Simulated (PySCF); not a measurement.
**NMR data sheet: 3,3-dimethyl-1-butene**

| Property | Result |
| --- | --- |
| Formula | C6H12 |
| SMILES | C=CC(C)(C)C |
| InChI | InChI=1S/C6H12/c1-5-6(2,3)4/h5H,1H2,2-4H3 |
| Degrees of unsaturation | 1 |
| Carbon signals | 4 |
| Proton signals | 4 |

Structure with atom numbers: `[CH2:1]=[CH:2][C:3]([CH3:4])([CH3:5])[CH3:6]`. Each H is labelled by its parent atom. Ha(C1) is cis to C3; Hb(C1) is trans to C3.

- GIAO PBE0/pcSseg-1 shieldings
- spin–spin couplings from B3LYP/pcJ-1 (without the spin–dipole term)
- coordinates at the PBE0-D3(BJ)/def2-SVP level
- program: PySCF 2.14
- fast rotation and ring inversion assumed for equivalent nuclei, no relativistic terms, no solvent model, a single conformation

Scale: 1H (σ = 31.27 ppm), 13C (σ = 184.41 ppm) vs TMS (reference shieldings calculated alike).

```tsv
carbon	δC, type	δH (multiplicity, J in Hz)	HMBC from (abs. J ≥ 3 Hz)	span of the C tensor (ppm)
C1	116.5, CH2	Hb(C1) 5.18 (m); Ha(C1) 5.19 (m)	–	208
C2	159.3, CH	6.08 (m)	H(C4)/H(C5)/H(C6)	237
C3	34.7, C	–	H(C2), Ha(C1), Hb(C1), H(C4)/H(C5)/H(C6)	15
C4/C5/C6	30.3, CH3	1.01 (s)	H(C2), H(C4)/H(C5)/H(C6)	44
```

Selected couplings (Hz, signed; the shortest-range and largest first, 30 at most; isotopes 13C, 1H): 1J(C1,Hb(C1)) 168.1, 1J(C1,Ha(C1)) 163.9, 1J(C2,H(C2)) 157.6, 1J(C4,H(C4)) 132.8, 1J(C1,C2) 77.1, 1J(C2,C3) 43.5, 1J(C3,C4) 36.2, 2J(Hb(C1),Ha(C1)) 1.5, 3J(Ha(C1),H(C2)) 18.6, 3J(Hb(C1),H(C2)) 11.8, 3J(C1,C4) 3.6.

Carbon types of the structure: 1 × C, 1 × CH, 1 × CH2, 3 × CH3, which accounts for all hydrogens. δC 159.3: alkene CH; an sp2 carbon of a C=C bond. δC 116.5: terminal =CH2 carbon; as expected for a trigonal carbon in a double bond. δC 34.7: allylic quaternary sp3 carbon; aliphatic region, no heteroatom directly attached. δH 6.08: hydrogen on an alkene CH; a vinylic proton, deshielded by the sp2 carbon and the C=C anisotropy. δH 5.19, 5.18: hydrogen on a terminal =CH2 carbon; olefinic region.

Multiplet labels drop couplings under 1 Hz and merge nearly equal ones. Unscaled 3J(H,H) at this level run about 10 % above measured values. Shifts are as computed. Against solution values, carbons near 30 ppm lie about +2 ppm off and those near 130 ppm about +5 ppm. Of 1211 compounds with measured shifts, 218 miss one by over three times the rms of a fit or turn the order of signals round; such compounds aren't used in these exercises.
